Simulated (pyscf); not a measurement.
Four-centre exchange: H₃C–Re(=O)(=O)=O (SMILES [CH3][Re](=[O])(=[O])=[O]) + H₂ (SMILES [H][H]) → CH₄ (SMILES C) + O=ReH(=O)=O (SMILES [O]=[ReH](=[O])=[O])

Gas phase, singlet surface, charge 0. Bonds broken: C1–Re2, H9–H10. Bonds formed: C1–H9, Re2–H10. PySCF, gas phase, ωB97X-D3(BJ)/def2-SVP geometries.

Transition state (Å):

```xyz
10

C      0.3743     0.7408    -0.8278
Re    -1.3311    -0.3636     0.2672
O     -1.3582    -1.1966    -1.2315
O     -2.8674     0.3314     0.4419
O     -0.9934    -1.5331     1.4463
H     -0.2011     1.0519    -1.7110
H      1.0374     1.5700    -0.5243
H      0.9902    -0.1407    -1.0550
H     -0.0839     0.9774     0.4391
H     -0.6314     0.9445     1.3812
```

One imaginary mode, 1324i cm⁻¹; descent along it reached the two sides named.

```tsv
bond	change	reactant side (Å)	saddle	product side
C1–Re2	breaks	2.071	2.308	4.0
H9–H10	breaks	0.760	1.090	2.8
C1–H9	forms	3.6	1.368	1.096
Re2–H10	forms	3.3	1.855	1.664
```

Electronic energies relative to the separated reactants (eV):

```
level                   barrier  reaction energy  reverse barrier
----------------------  -------  ---------------  ---------------
ωB97X-D3(BJ)/def2-TZVP     2.32            -0.12             2.44
PBE/def2-TZVP              1.92            -0.20             2.12
r²SCAN/def2-TZVP           2.01            -0.14             2.15
B3LYP-D3(BJ)/def2-TZVP     2.23            -0.20             2.43
PBE0-D3(BJ)/def2-TZVP      2.06            -0.19             2.25
M06-2X/def2-TZVP           2.50            -0.15             2.65
ωB97M-D3(BJ)/def2-TZVP     2.32            -0.27             2.60
```

With ωB97M-D3(BJ)/def2-TZVP energies and thermal terms (ideal gas, 1 atm, RRHO with modes under 100 cm⁻¹ raised to 100, one conformer, R ln 2 for chiral ones without a mode under 150 cm⁻¹), in eV:

| T (K) | ΔH‡ | ΔG‡ | ΔH | ΔG |
|---|---|---|---|---|
| 298 | 2.37 | 2.73 | -0.15 | -0.22 |
| 600 | 2.32 | 3.11 | -0.21 | -0.26 |
| 900 | 2.31 | 3.51 | -0.26 | -0.27 |
| 1200 | 2.31 | 3.91 | -0.30 | -0.27 |

At the saddle there is also a short H–Re contact that neither side keeps. One saddle was located; it need not be the lowest between these sides. Elements past Kr carry the def2 core potentials, without spin-orbit coupling.
